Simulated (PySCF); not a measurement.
Gas-phase reaction: SiH4 + 2 F2 + O2 ⇌ SiF4 + 2 H2O

Energies from PySCF, thermal terms from the rigid-rotor harmonic-oscillator model, ideal gas at 1 bar. Table values come from the NASA 1993 polynomials. † marks an energy on the PBE0/def2-TZVP geometry and frequencies; other levels use their own. MP2 freezes the core. Open shells (unrestricted): O2 (multiplicity 3); the rest are closed-shell singlets. MP2 isn't extrapolated to the basis-set limit; its ΔH°(298 K) is -2012.2 kJ in def2-SVP and -2187.2 kJ in def2-TZVPP. The harmonic model lacks anharmonicity and excited electronic states, which grow with temperature; levels with a mode under 35 cm⁻¹ are left out.

| level | ΔH°(298 K), kJ | minus table | ΔG°(1000 K), kJ |
|---|---|---|---|
| table | -2132.9 | - | -1978.8 |
| BLYP/def2-TZVP† | -1915.8 | 217.1 | -1765.5 |
| HF/def2-TZVP† | -2108.2 | 24.7 | -1958.0 |
| M06-2X/def2-TZVP† | -2129.2 | 3.7 | -1979.0 |
| MP2/def2-SVP† | -2012.2 | 120.7 | -1861.9 |
| MP2/def2-TZVPP† | -2187.2 | -54.3 | -2036.9 |
| PBE0/def2-TZVP | -2015.0 | 117.9 | -1864.7 |
| ωB97M-V/def2-TZVP† | -2057.7 | 75.2 | -1907.5 |
| ωB97X-V/def2-TZVP† | -2014.8 | 118.1 | -1864.6 |
